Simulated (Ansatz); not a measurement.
The cluster Li2H, relaxed as a doublet with UKS PBE-D4/def2-TZVP in Ansatz, starting from the GFN2-xTB geometry. Force threshold 0.02 eV/Å.

The structure comes from a short search, and lower isomers may exist.

Start:

```xyz
3

Li   -0.2209   -1.1756   -0.1384
Li   -0.3002    0.8230    0.8438
H     0.5211    0.3526   -0.7054
```

(1) Estimate the energy that the relaxation releases and the steps that it takes.

(2) Does the start keep its bonding and symmetry?

(3) Predict the relaxed structure.

## Answers

(1) 0.19 eV, in 3 steps; 0.55 s on 4 threads of Intel Xeon 6975P-C on a shared host. No frequencies were taken in this run, so the end may be a saddle point.

(2) By distances, no bond broke or formed. The bond that changes most is Li2–H3, from 1.82 to 1.70 Å (atoms count from 1). Point group C2v at the start, C2v at the end, both within 0.05 Å.

(3) 
| atom | x (Å) | y (Å) | z (Å) |
| --- | --- | --- | --- |
| Li1 | -0.1587 | -1.3091 | -0.2974 |
| Li2 | -0.2441 | 1.0293 | 0.8397 |
| H3 | 0.4028 | 0.2798 | -0.5423 |
Bond lengths (bridged metal pairs left out): 2 × H–Li 1.70 Å.
